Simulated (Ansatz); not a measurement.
C2H6Si⁺, that is Si(vinyl)H3 with one electron fewer. Total charge 1; doublet. Geometry PBE-D4/def2-TZVP; atoms count from 1.

```xyz
9

Si    0.6648   -0.3975    1.1333
C    -0.5921   -0.2227   -0.3137
C    -0.4943    0.7428   -1.2636
H    -1.4382   -0.9273   -0.2853
H     0.4641    1.1536   -1.6078
H    -1.3986    1.2064   -1.6888
H     1.5317    0.8022    1.2088
H     1.3496   -1.5784    0.4636
H    -0.0871   -0.7791    2.3534
```

Q: Estimate the Mulliken populations from the PBE0/def2-TZVP orbitals of Ansatz.

A: 
| atom | charge (e) | spin (α − β) |
| --- | --- | --- |
| Si1 | 0.18 | 0.04 |
| C2 | -0.09 | 0.41 |
| C3 | -0.08 | 0.40 |
| H4 | 0.24 | 0.02 |
| H5 | 0.24 | 0.01 |
| H6 | 0.24 | 0.02 |
| H7 | 0.08 | 0.00 |
| H8 | 0.10 | 0.11 |
| H9 | 0.09 | 0.00 |
Mulliken values depend strongly on the basis.

Q: Where does the spin sit?

A: Summed by element: Si 0.04, C 0.81, H 0.15, of 1 unpaired in all. Largest on single atoms: C2 0.41, C3 0.40, H8 0.11.

Q: And the Mayer bond orders between heavy atoms (over 0.3)?

A: Si1–C2 0.88 (1.92 Å); C2–C3 1.64 (1.36 Å).
